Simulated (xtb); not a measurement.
xtb input (GFN1-xTB):

```bash
xtb mol.xyz --gfn 1 --opt tight --chrg 0 --uhf 0
```
mol.xyz:
```
4

N      0.00224146    -0.00382052     0.11155442
H     -0.00202883     0.95117179    -0.22808750
H      0.80949996    -0.46442426    -0.29287493
H     -0.82316134    -0.46000387    -0.25991854
```

End of the output:

```
         :::::::::::::::::::::::::::::::::::::::::::::::::::::
         ::                     SUMMARY                     ::
         :::::::::::::::::::::::::::::::::::::::::::::::::::::
         :: total energy              -4.830468778493 Eh    ::
         :: gradient norm              0.000121027844 Eh/a0 ::
         :: HOMO-LUMO gap              7.625378695677 eV    ::
         ::.................................................::
         :: SCC energy                -4.886607619440 Eh    ::
         :: -> electrostatic           0.020458763678 Eh    ::
         :: repulsion energy           0.056431373216 Eh    ::
         :: dispersion energy         -0.000292532269 Eh    ::
         :: halogen bond corr.         0.000000000000 Eh    ::
         :: add. restraining           0.000000000000 Eh    ::
         :: total charge              -0.000000000000 e     ::
         :::::::::::::::::::::::::::::::::::::::::::::::::::::

           -------------------------------------------------
          |                Property Printout                |
           -------------------------------------------------

    * Orbital Energies and Occupations

         #    Occupation            Energy/Eh            Energy/eV
      -------------------------------------------------------------
         1        2.0000           -0.7377636             -20.0756
         2        2.0000           -0.5322395             -14.4830
         3        2.0000           -0.5322395             -14.4830
         4        2.0000           -0.4104799             -11.1697 (HOMO)
         5                         -0.1302524              -3.5443 (LUMO)
         6                         -0.0434312              -1.1818
         7                         -0.0434312              -1.1818
         8                          0.2886022               7.8533
         9                          0.2886022               7.8533
        10                          0.6889640              18.7477
      -------------------------------------------------------------
                  HL-Gap            0.2802275 Eh            7.6254 eV
             Fermi-level           -0.2703662 Eh           -7.3570 eV

  Mulliken/CM5 charges         n(s)   n(p)   n(d)
     1N    -0.57380 -1.12615   1.442  4.132  0.000
     2H     0.19127  0.37538   0.809  0.000  0.000
     3H     0.19127  0.37538   0.809  0.000  0.000
     4H     0.19127  0.37538   0.809  0.000  0.000

Wiberg/Mayer (AO) data.
largest (>0.10) Wiberg bond orders for each atom

 ---------------------------------------------------------------------------
     #   Z sym  total        # sym  WBO       # sym  WBO       # sym  WBO
 ---------------------------------------------------------------------------
     1   7 N    2.893 --     3 H    0.964     4 H    0.964     2 H    0.964
     2   1 H    0.967 --     1 N    0.964
     3   1 H    0.967 --     1 N    0.964
     4   1 H    0.967 --     1 N    0.964
 ---------------------------------------------------------------------------

Topologies differ in total number of bonds
Writing topology from bond orders to xtbtopo.mol

 dipole moment from electron density (au)
     X       Y       Z
  -0.0158   0.0270  -0.7881  total (Debye):    2.005

           -------------------------------------------------
          |                Geometry Summary                 |
           -------------------------------------------------

      molecular mass/u    :       17.0305255
   center of mass at/Å    :        0.0006373      -0.0010863       0.0317174
  moments of inertia/u·Å² :        0.1656633E+01   0.1656633E+01   0.2710945E+01
rotational constants/cm⁻¹ :        0.1017584E+02   0.1017584E+02   0.6218359E+01

 * 3 selected distances

     #   Z          #   Z                                           value/Å
     1   7 N        2   1 H                                       1.0087748 (max)
     1   7 N        3   1 H                                       1.0087748 (min)
     1   7 N        4   1 H                                       1.0087748

 * 1 distinct bonds (by element types)

   Z      Z             #   av. dist./Å        max./Å        min./Å
   1 H    7 N           3     1.0087748     1.0087748     1.0087748
Note: The following floating-point exceptions are signalling: IEEE_DENORMAL
normal termination of xtb

optimized geometry written to: xtbopt.xyz

           -------------------------------------------------
          | TOTAL ENERGY               -4.830468778493 Eh   |
          | GRADIENT NORM               0.000121027844 Eh/α |
          | HOMO-LUMO GAP               7.625378695677 eV   |
           -------------------------------------------------

------------------------------------------------------------------------
------------------------------------------------------------------------
 total:
 SCF:
 ANC optimizer:
```
